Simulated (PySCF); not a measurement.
Homolysis of single bonds, series Al Cl-H. Isolated molecules, 0 K electronic values unless said otherwise. Strings in code marks are SMILES.

Calculation: PBE-D3(BJ)/def2-TZVP // TPSSh-D3(BJ)/def2-TZVP (PySCF). All candidates: neutral, multiplicity 1. 

```json
{
  "LUMO": "-2.41 eV",
  "HOMO–LUMO gap": "4.87 eV",
  "dipole_moment": "1.15 D"
}
```

Task: Identify which member has these values.
(A) `[AlH3]`
(B) `[AlH2][Cl]`
(C) `[Cl][Al]([Cl])[Cl]`
(D) `[Cl][AlH][Cl]`

Result: B, `[AlH2][Cl]`. The others give `[AlH3]`: -2.53 eV, 4.78 eV, 0.00 D; `[Cl][Al]([Cl])[Cl]`: -2.17 eV, 5.79 eV, 0.00 D; `[Cl][AlH][Cl]`: -2.21 eV, 5.73 eV, 0.95 D
